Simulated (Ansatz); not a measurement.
CH5Cl, closed shell: a pair in one relaxed arrangement.

The input file, in.yaml:

```yaml
crystal:
  periodic: [false, false, false]
  atoms:
    - {symbol: Cl, position_ang: [-0.162923, 0.062562, -2.882443]}
    - {symbol: H, position_ang: [-0.090587, 0.034114, -1.603792]}
    - {symbol: C, position_ang: [0.050384, -0.019197, 0.891307]}
    - {symbol: H, position_ang: [-0.722592, 0.691166, 0.595699]}
    - {symbol: H, position_ang: [0.110342, -0.043021, 1.978753]}
    - {symbol: H, position_ang: [1.016159, 0.291346, 0.490928]}
    - {symbol: H, position_ang: [-0.200781, -1.016970, 0.529548]}
basis:
  gaussian: {orbitals: "def2-TZVPPD.json"}
correlation: {method: ccsd_t}
```

The basis file named in the input lies beside it (Basis Set Exchange, JSON).

Command:

```bash
ansatz run in.yaml --threads 2 --pin off --events-out ev --progress --plain --max-ram 5222MiB
```

The run's output (Ansatz 0.2.0):

```
Functional definition: HF
  name "HF"
  cite "Fock, Z. Phys. 61, 126 (1930) doi:10.1007/BF01340294"
  parent pbe
  exchange = exact_x
  correlation = 0
959 factors; integrals over basis functions are off by at most 1.0e-3 eV
mean field evaluation 1: about -13612.6809 eV, gradient 2.4e1 eV
mean field evaluation 2: about -13612.6810 eV, gradient 2.4e1 eV
mean field evaluation 4: about -13614.2064 eV, gradient 2.0e0 eV
mean field evaluation 8: about -13614.2276 eV, gradient 1.0e-1 eV
mean field evaluation 16: about -13614.2268 eV, gradient 3.8e-1 eV
mean field -13614.22765832 eV, -500.3136383882 hartree, gradient 2.3e-6 eV, S^2 0.000000; 0 other end points of the search recorded, 0 dependent functions left out
6 core orbitals not correlated: weight in the atoms' cores, before any rotation towards them, 1.000 or more for the frozen orbitals, at most 0.000 for the correlated occupied ones
reference -13614.22765832 eV, -500.3136383882 hartree; 8, 8 occupied and 159, 159 virtual orbitals, 959 factors
second order -11.05830042 eV of doubles, -0.00000000 eV of singles
cycle   1  -11.85092308 eV  change   -7.9e-1 eV  update   5.8e-2
cycle   2  -12.13003000 eV  change   -2.8e-1 eV  update   1.7e-2
cycle   3  -12.15379131 eV  change   -2.4e-2 eV  update   4.7e-3
cycle   4  -12.15264575 eV  change    1.1e-3 eV  update   1.2e-3
cycle   5  -12.15245970 eV  change    1.9e-4 eV  update   2.8e-4
cycle   6  -12.15245079 eV  change    8.9e-6 eV  update   8.5e-5
cycle   7  -12.15246049 eV  change   -9.7e-6 eV  update   2.3e-5
cycle   8  -12.15246543 eV  change   -4.9e-6 eV  update   7.1e-6
perturbative correction -0.40898558 eV, -0.0150299428 hartree
Total energy: -13626.78910932 eV, -500.7752631982 hartree
```

Hardware: 2 CPU threads of an Intel Xeon Platinum 8488C, shared host. Wall time 18 s; peak host memory 1.4 GiB.
